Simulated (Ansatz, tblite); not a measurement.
# The cluster AgF₂: rung by rung

An exercise on one series of results from a longer session: the logs are not shown, and one member is left open.

The runs use Ansatz 0.2.0, Gaussian basis; as each input shows.

Levels to be run: GFN1-xTB, GFN2-xTB, PBE-D4/def2-TZVP, r2SCAN-D4/def2-TZVP, HSE06-D4/def2-TZVP, HF/def2-TZVP, CAM-B3LYP-D4/def2-TZVP, LC-ωPBE/def2-TZVP, r2SCAN0-D4/def2-TZVP, PBE-D4/def2-SVP, PBE0-D4/def2-SVP, PBE0-D4/def2-TZVPD, PBE-D4/def2-TZVPD, r2SCAN-D4/def2-TZVPD, CCSD(T)/def2-TZVPP, MP2/def2-TZVP, RPA/def2-TZVP, CCSD(T)/def2-TZVPD.

3 further runs of the same task are left out: 3 set aside as unsound or not needed. Runs told in other sessions of the task aren't counted.

## The structure

The doublet was relaxed beforehand with PBE-D4/def2-TZVP. At that level it is the lowest of the isomers that a small search found.

3 atoms, charge 0, spin multiplicity 2.

Bond lengths: Ag1–F2 1.938 Å, Ag1–F3 1.938 Å. Angles: F2–Ag1–F3 180.0°.

Coordinates:

```csv
atom,x (Å),y (Å),z (Å)
Ag1,0.0000,0.0000,0.0000
F2,1.6939,0.9292,0.1551
F3,-1.6939,-0.9292,-0.1551
```

Ag takes a core potential in the def2 sets. No spin-orbit coupling is included.

PBE0-D4/def2-TZVP was run before; its log isn't repeated, and its numbers join the tables.

Set-up of the first run:

Tight binding, by tblite at 300 K electronic temperature and without a spin-polarisation term:

```python
tblite.interface.Calculator('GFN1-xTB', numbers, positions, charge=0, uhf=1).singlepoint()
```

Tight binding, by tblite at 300 K electronic temperature and without a spin-polarisation term:

```python
tblite.interface.Calculator('GFN2-xTB', numbers, positions, charge=0, uhf=1).singlepoint()
```

start.molden holds the orbitals of an earlier run on this state, given as this run's starting guess.

Contents of in.yaml:

```yaml
crystal:
  periodic: [false, false, false]
  atoms:
    - {symbol: Ag, position_ang: [0.000007, -0.000013, -0.000003]}
    - {symbol: F, position_ang: [1.693889, 0.929193, 0.155073]}
    - {symbol: F, position_ang: [-1.693895, -0.929181, -0.155070]}
basis:
  gaussian: {orbitals: def2-TZVP, initial_orbitals: start.molden}
magnetization: {spin_polarized: true, initial_magnetization: 1}
hamiltonian: {xc: pbe, dispersion: d4}
scf: {omitted_lower_state_checks: [starts]}
output: {orbitals: {seedname: orbitals}}
```

The run is started by

```console
$ ansatz run in.yaml --threads 4 --pin off --events-out ev --progress --plain --max-ram 3916MiB
```

Steps of the session up to this table: PBE-D4/def2-TZVP; r2SCAN-D4/def2-TZVP; HSE06-D4/def2-TZVP; HF/def2-TZVP; CAM-B3LYP-D4/def2-TZVP; LC-ωPBE/def2-TZVP; r2SCAN0-D4/def2-TZVP; PBE-D4/def2-SVP; PBE0-D4/def2-SVP; PBE0-D4/def2-TZVPD; PBE-D4/def2-TZVPD; r2SCAN-D4/def2-TZVPD; CCSD(T)/def2-TZVPP; MP2/def2-TZVP; RPA/def2-TZVP; CCSD(T)/def2-TZVPD.

One of the session's tables, all rows but one given; the rest of the session is left out.

```
                 level  HOMO (eV)  LUMO (eV)  gap (eV)
          HF/def2-TZVP     -14.70      -1.92     12.78
       PBE-D4/def2-SVP      -7.57      -7.50      0.07
      PBE-D4/def2-TZVP      -7.89      -7.78      0.10
     PBE-D4/def2-TZVPD          ?          ?         ?
   r2SCAN-D4/def2-TZVP      -8.16      -7.74      0.41
  r2SCAN-D4/def2-TZVPD      -8.21      -7.77      0.45
      PBE0-D4/def2-SVP      -9.35      -6.64      2.71
     PBE0-D4/def2-TZVP      -9.72      -6.86      2.87
    PBE0-D4/def2-TZVPD      -9.79      -6.88      2.91
  r2SCAN0-D4/def2-TZVP     -10.03      -6.78      3.26
    HSE06-D4/def2-TZVP      -9.31      -7.24      2.07
CAM-B3LYP-D4/def2-TZVP     -11.31      -5.87      5.44
     LC-ωPBE/def2-TZVP     -12.54      -4.46      8.07
```

Estimate the missing values for PBE-D4/def2-TZVPD.

**Answer.** HOMO (eV): -7.95; LUMO (eV): -7.84; gap (eV): 0.11. In the column «HOMO (eV)» it lies between r2SCAN-D4/def2-TZVP (-8.16) and PBE-D4/def2-TZVP (-7.89).
